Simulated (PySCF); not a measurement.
H3N, SMILES N (connectivity only; charge and spin as stated), charge +1, multiplicity 2.

The structure is a stationary point at r2SCAN-D4/def2-TZVPD. The multiplicity is an assumed one; other spin states were not compared.

Level of theory: TDA-B3LYP/def2-TZVPD in PySCF.

Vertical excitations; the highest root listed may be one member of a degenerate set. 

| state | energy (eV) | λ (nm) | f | main pairs |
|---|---|---|---|---|
| root 1 | 6.98 | 178 | 0.000 | β HOMO→LUMO (degenerate set) |
| root 2 | 6.98 | 178 | 0.000 | β HOMO−1→LUMO (degenerate set) |
| root 3 | 10.93 | 113 | 0.015 | α HOMO→LUMO 97 % |
| root 4 | 13.10 | 95 | 0.000 | α HOMO→LUMO+2 (degenerate set) |
| root 5 | 13.10 | 95 | 0.000 | α HOMO→LUMO+1 (degenerate set) |
| root 6 | 14.60 | 85 | 0.001 | α HOMO−2→LUMO, β HOMO−1→LUMO+1 (degenerate set) |
| root 7 | 14.60 | 85 | 0.001 | α HOMO−1→LUMO, β HOMO→LUMO+1 (degenerate set) |
| root 8 | 15.26 | 81 | 0.000 | α HOMO→LUMO+3 (degenerate set) |
| root 9 | 15.26 | 81 | 0.000 | α HOMO→LUMO+4 (degenerate set) |
| root 10 | 15.37 | 81 | 0.000 | α HOMO→LUMO+5 89 %, β HOMO−1→LUMO+2 5 %, β HOMO→LUMO+3 5 % |
Unrestricted roots are not spin-pure.
